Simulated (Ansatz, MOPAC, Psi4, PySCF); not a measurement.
Molecule: CH₂NO, charge 0, multiplicity 2. SMILES: N[C]=O
Geometry: optimised at B3LYP-D3(BJ)/def2-TZVP (Ansatz, a program for electronic structure).

Wanted: size of the dipole moment, in D. Conventions: six Cartesian d functions in 6-31G* and its kin unless marked 5d; UHF or UKS for open shells; no dispersion term unless named; non-relativistic; PM7 with its own dispersion and hydrogen-bond terms; spin-orbit terms left out. Ab initio and DFT rows: single points at B3LYP-D3(BJ) geometries (Ansatz). Semi-empirical rows: dipoles at the shared geometry.

| level | program | size of the dipole moment (D) |
|---|---|---|
| PM6 | MOPAC | 3.55 |
| PM7 | MOPAC | 3.58 |
| PBE/STO-3G | Ansatz | 2.75 |
| PBE/6-31G* | Ansatz | 3.49 |
| PBE/def2-SVP | Ansatz | 3.52 |
| BP86/def2-SVP | PySCF | 3.54 |
| B3LYP/STO-3G | Ansatz | 2.75 |
| B3LYP/cc-pVDZ | Ansatz | 3.52 |
| wB97X-D/6-31G* | Psi4 | 3.70 |

No value to compare with is used here. The 9 habitual levels span 2.75 (B3LYP/STO-3G) to 3.70 D (wB97X-D/6-31G*).

The levels are drawn from those run, B3LYP/6-31G* more often than the rest, none by its result; runs whose electronic state is in doubt are left out.
